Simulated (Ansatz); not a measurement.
**CHBS+ (quartet): the correlation ladder, cc-pVDZ**

How much of the correlation energy of CHBS+ (quartet) does each wave-function method recover here?

Computed with Ansatz 0.2.0, Gaussian basis. Level: cc-pVDZ, core rule «outside noble gas», up to 7 orbitals frozen.

To be run: UHF; CCSD(T) on ROHF; CCSD(T) on UHF; BCCD(T) on ROHF; CISD as a restricted active space (open shells left free, so some higher excitations enter); CCSDT(Q) on ROHF; CCSDT(Q) on UHF.

26 further runs of the same task are left out: 11 that didn't finish, 15 set aside as unsound or not needed. Runs told in other sessions of the task aren't counted.

### Step 1. The geometry

The geometry is a PBE0/def2-TZVP stationary point (not a proven minimum) of the parent state, kept for this charge and spin.

4 atoms, charge 1, spin multiplicity 4.

Atoms are counted from 1 here; the program's logs count them from 0.

Bond lengths: B1–C2 1.415 Å, B1–S3 1.834 Å, C2–S3 1.766 Å, C2–H4 1.076 Å. Angles: C2–B1–S3 64.4°, B1–C2–S3 69.4°, B1–C2–H4 162.5°, S3–C2–H4 128.1°, B1–S3–C2 46.2°.

### Step 2. UHF

Input file in.yaml:

```yaml
crystal:
  periodic: [false, false, false]
  atoms:
    - {symbol: B, position_ang: [0.000000, -0.940798, 0.805566]}
    - {symbol: C, position_ang: [0.000000, 0.456437, 1.026812]}
    - {symbol: S, position_ang: [0.000000, 0.101630, -0.703595]}
    - {symbol: H, position_ang: [0.000000, 1.418810, 1.507124]}
basis:
  gaussian: {orbitals: cc-pVDZ}
total_charge: 1
magnetization: {spin_polarized: true, initial_magnetization: 3}
hamiltonian: {xc: hf}
output: {orbitals: {seedname: orbitals}}
```

Run with:

```bash
ansatz run in.yaml --threads 1 --pin off --events-out ev --progress --plain --max-ram 2393MiB
```

Further steps of the session: CCSD(T) on ROHF; CCSD(T) on UHF; BCCD(T) on ROHF; CISD as a restricted active space (open shells left free, so some higher excitations enter); CCSDT(Q) on ROHF; CCSDT(Q) on UHF.

**Question.** What will the summary of the whole plan be? Wanted: UCCSDT(Q) from the RHF energy; RMP2 from UCCSDT(Q); UMP2 from UCCSDT(Q); RCCSD from UCCSDT(Q); RCCSD(T) from UCCSDT(Q); UCCSD(T) from UCCSDT(Q); RCCSDT(Q) from UCCSDT(Q); T1 diagnostic.

**Answer**, as computed:

```
                         quantity                      value
    UCCSDT(Q) from the ROHF energy                 -8.7887 eV
              RMP2 from UCCSDT(Q)                +1231.7 meV
              UMP2 from UCCSDT(Q)                +1339.4 meV
             RCCSD from UCCSDT(Q)                 +498.6 meV
          RCCSD(T) from UCCSDT(Q)                  +72.3 meV
          UCCSD(T) from UCCSDT(Q)                  +74.5 meV
         RCCSDT(Q) from UCCSDT(Q)                   +2.7 meV
levels within 1 kcal/mol (43 meV)  RCCSDT, UCCSDT, RCCSDT(Q)
                    T1 diagnostic                      0.046
```

In words: RCCSD(T) lands +72.3 meV from the yardstick (0.8 % of the correlation energy). Coupled cluster took another determinant than the lowest Hartree-Fock one. These misses are within one basis, not against nature; the frozen cores of restricted and unrestricted runs differ, which can shift their rows.

With open shells the CI space here admits some higher excitations, so it is larger than plain CISD.
